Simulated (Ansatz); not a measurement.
# Relaxing RbH3

These are results of Ansatz 0.2.0, DFT PBE, scalar-relativistic, plane waves, PAW, not measurements. Cutoff 420 eV, Γ-centred k mesh, Gaussian smearing, no spin polarisation in the final step.

The start is a random cell of RbH3 with space group Cmm2 (No. 35), drawn with lower limits on the distances.

```xyz
4
Lattice="2.9822 -3.2050 0.0000 2.9822 3.2050 0.0000 0.0000 0.0000 3.5382" Properties=species:S:1:pos:R:3 pbc="T T T"
Rb    0.0000    0.0000    2.3588
H     2.9822   -0.9309    1.0277
H     2.9822    0.9309    1.0277
H     2.9822    0.0000    2.9317
```

Steps on the 4×4×6 mesh (4 atoms). 12 of 16 steps are shown, and the free energy counts from the last. Trial steps that were taken back and renewals of the plane-wave basis can be among the rows.

| step | ΔF (meV/atom) | V (Å³/atom) | P (GPa) | largest force component (eV/Å) |
| --- | --- | --- | --- | --- |
| 1 | 842.9 | 16.91 | -2.55 | 0.381 |
| 2 | 775.6 | 15.47 | -2.32 | 0.263 |
| 4 | 639.5 | 13.28 | 1.51 | 1.692 |
| 5 | 362.5 | 13.18 | 2.94 | 3.066 |
| 6 | 171.5 | 13.23 | 3.19 | 1.984 |
| 8 | 47.4 | 14.65 | -0.73 | 0.992 |
| 9 | 24.3 | 15.40 | -0.29 | 0.743 |
| 11 | 4.9 | 14.86 | -0.07 | 0.065 |
| 12 | 2.7 | 14.82 | -0.12 | 0.050 |
| 13 | 0.5 | 14.49 | 0.16 | 0.009 |
| 15 | 0.1 | 14.61 | 0.09 | 0.012 |
| 16 | 0.0 | 14.61 | 0.10 | 0.012 |

The cell was then made exact in the group found at 0.06 Å. A final relaxation ran on a 8×8×8 mesh. The relaxed crystal, Cmmm (No. 65):

```cif
data_structure
_symmetry_space_group_name_H-M 'Cmmm'
_symmetry_Int_Tables_number 65
_cell_length_a 4.4224
_cell_length_b 7.3871
_cell_length_c 3.5983
_cell_angle_alpha 90.000
_cell_angle_beta 90.000
_cell_angle_gamma 90.000
_cell_volume 117.55
loop_
_atom_site_label
_atom_site_type_symbol
_atom_site_symmetry_multiplicity
_atom_site_Wyckoff_symbol
_atom_site_fract_x
_atom_site_fract_y
_atom_site_fract_z
_atom_site_occupancy
Rb1 Rb 2 a 0.00000 0.00000 0.00000 1
H1 H 4 j 0.50000 0.85786 0.50000 1
H2 H 2 c 0.50000 0.00000 0.50000 1
```

```json
{
 "Volume per atom": "14.69 Å³",
 "Density": "2.50 g/cm³",
 "Energy over the elements": "0.049 eV/atom",
 "Gap on the 8×8×8 mesh": "0.98 eV"
}
```

Energies over the elements count from the elements' standard structures at the same level (H₂ as a molecule), with no empirical corrections.

The final run used a 8×8×8 mesh on its 4-atom cell and 0.02 eV smearing.

A structure relaxed within its symmetry needn't be a true minimum.

Cost: 2 runs of about 1.2 core-minutes in all, on Intel Xeon Platinum 8259CL (Skylake/Cascade Lake) (shared hosts).